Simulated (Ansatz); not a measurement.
**Palladium, fcc: convergence with cold smearing**

Computed with Ansatz, r²SCAN, scalar-relativistic PAW, on the relaxed cell (a = 3.914 Å; ferromagnetic, net 0.41 μB per atom). Errors count from a run at 500 eV on a Γ-centred 23×23×23 mesh with Fermi-Dirac smearing of 0.05 eV, extrapolated to zero width. Fixed here: cutoff 500 eV, mesh 14×14×14.

```csv
width (eV),E(σ→0) error (meV/atom),F error (meV/atom),P (GPa),sphere moment (μB),SCF iterations
0.01,1.6,1.6,-0.05,0.50,11
0.03,1.6,1.5,-0.05,0.50,11
0.1,1.4,1.1,-0.03,0.50,11
0.2,0.0,1.2,0.03,0.53,11
0.3,-0.4,4.8,0.00,0.55,15
0.6,13.4,19.5,-1.28,0.00,23
1.0,4.9,55.8,-3.28,0.00,20
```
